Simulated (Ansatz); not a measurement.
Frontier orbitals of C$_{2}$H$_{3}$B (`BC#C`).

```csv
atom,x (Å),y (Å),z (Å)
B1,0.0426,-0.0310,1.1317
C2,-0.0139,0.0098,-0.3671
C3,-0.0593,0.0431,-1.5755
H4,-0.8283,0.4734,1.7734
H5,0.9580,-0.5678,1.6778
H6,-0.0991,0.0724,-2.6403
```

Charge 0, multiplicity 1. All single points use the PBE0-D4/def2-TZVP geometry. Basis def2-TZVPP, Ansatz.

Orbital energies of one run (eV). Highest occupied ones, from the top: -9.17, -9.87, -12.00, -12.84, -16.39, -18.27, -23.82, -193.27, -287.97, -288.64. Empty: -1.32, 1.84, 2.15, 2.63, 2.76, 2.97.

(1) Which functional gave them?
A. BHLYP
B. HSE06 (plane-wave form)
C. LC-ωPBE
D. ωB97X-V

## Answers

(1) A. HOMO energies: BHLYP -9.17, ωB97X-V -10.44, HSE06 -7.69, LC-ωPBE -10.85 eV.

LC-ωPBE has ω = 0.4 bohr⁻¹.
